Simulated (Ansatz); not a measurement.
The same path of AlH3O + H2 (7 atoms, charge 0, multiplicity 1) was run twice with different band settings. Lost on the way: H6–H7. Made: Al1–H6, O2–H7.

The calculation used RKS revPBE-D4/def2-SVP in Ansatz 0.2.0.

Relaxed end points:

```xyz
7
Properties=species:S:1:pos:R:3
Al -0.047 -0.156 0.202
O -0.048 -0.606 1.877
H -0.870 -0.710 2.381
H 1.391 -0.122 -0.481
H -1.427 0.074 -0.579
H 0.112 2.338 0.525
H 0.128 2.030 1.229
```

```xyz
7
Properties=species:S:1:pos:R:3
Al 0.042 0.475 -0.157
O -0.013 0.131 1.896
H -0.847 -0.314 2.144
H 1.375 -0.293 -0.621
H -1.390 -0.215 -0.457
H 0.083 2.087 -0.035
H -0.010 0.977 2.386
```

Common settings: climbing image yes; spring 5.0 eV/Å²; optimiser quadratic models (default); start path through a guess of the saddle point; force threshold 0.03 eV/Å; iteration limit 60; end points relaxed.

| run | movable images |
| --- | --- |
| 1 | 5 |
| 2 | 3 |

Problem. What does each run give, and how far can it be trusted?

Solution. Run 1: converged after 9 iterations, highest image 0.793 eV above the first end. A vibrational analysis at the climbing image gives one clearly imaginary mode, 1056i cm⁻¹: a first-order saddle point.
Run 2: converged after 9 iterations, highest image 0.793 eV above the first end. Another band between the same ends (5 images) ends at a top of the same energy, where a vibrational analysis finds 1 clearly imaginary mode. So few images can step over the top or miss a turn of the path.
The orbitals stay closed-shell, which can raise the energy where a bond breaks towards radicals; this wasn't checked here.
